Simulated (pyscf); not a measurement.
This saddle point was located with ωB97X-D3(BJ)/def2-SVP in PySCF.

```xyz
7

O     -1.4661     0.3255     0.5101
Mo    -0.2610     0.0240    -0.7013
O      0.7332    -0.6482     0.5524
Cl     0.6078     1.9642    -1.4362
Cl    -0.9495    -1.5906    -2.1083
H     -0.9457    -0.1067     1.5928
H      0.0293    -0.5383     1.6110
```

Surface: singlet, charge 0. Lowest wavenumbers (cm⁻¹): 2031i, 111, 144, 200, 216.

Problem. Which two sides does it connect, and which bonds change?

Solution. O=Mo(=O)(Cl)–Cl (SMILES [O]=[Mo](=[O])([Cl])[Cl]) + H₂ (SMILES [H][H]) ⇌ HO–Mo(OH)(Cl)–Cl (SMILES [OH][Mo]([OH])([Cl])[Cl]) [singlet], an addition across a multiple bond or ene-type step read from left to right: H–H broken and H–O, H–O formed. At ωB97M-D3(BJ)/def2-TZVP it lies +51.2 kcal/mol from the left side and +40.1 kcal/mol from the right (each side as separated species at their lowest minima found). On the product side the descent ends in a point of other shape or electronic state (no frequency run), 8.6 kcal/mol over the lowest minimum found and 30.2 kcal/mol under the saddle at ωB97X-D3(BJ)/def2-TZVP. The same reactants have a lower exit, to O=MoH(=O)–Cl + HCl (barrier +35.5 kcal/mol at ωB97M-D3(BJ)/def2-TZVP, against +51.2 kcal/mol here). The other spin state of HO–Mo(OH)(Cl)–Cl [singlet] is not in these data. One saddle was located; it need not be the lowest between these sides. A restricted singlet here is unstable towards spin polarisation, as is usual where a triplet lies low; its energy is less safe. Elements past Kr carry the def2 core potentials, without spin-orbit coupling.
